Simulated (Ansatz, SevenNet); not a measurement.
For hexagonal BN, the machine-learned potential SevenNet-0 (trained on PBE and PBE+U data) gives:

| Item | Value |
|---|---|
| lattice parameter a | 2.512 Å |
| lattice parameter c | 7.560 Å |

Q: What does PBE0-D4 in Ansatz (plane waves, PAW) give for the same quantities?

A: 
- lattice constant a: 2.491 Å (drops by 0.8 %)
- lattice parameter c: 6.466 Å (decreases by 14 %)

For comparison: lattice constant a 2.504 Å (measured, 297 K, not corrected to a static lattice; as tabulated in Ioffe Institute, New Semiconductor Materials archive); lattice parameter c 6.661 Å (measured, 297 K, not corrected to a static lattice; as tabulated in Ioffe Institute, New Semiconductor Materials archive).

Changes are worked out from the printed values.

Unless a cell is named, each level is at its own relaxed cell (SevenNet-0 10.33, PBE0-D4 8.69 Å³/atom).

Ansatz's density-functional and Hartree–Fock values are scalar-relativistic unless marked +SOC, with PAW data made under PBE.

Ansatz is a quantum-chemistry and plane-wave program.
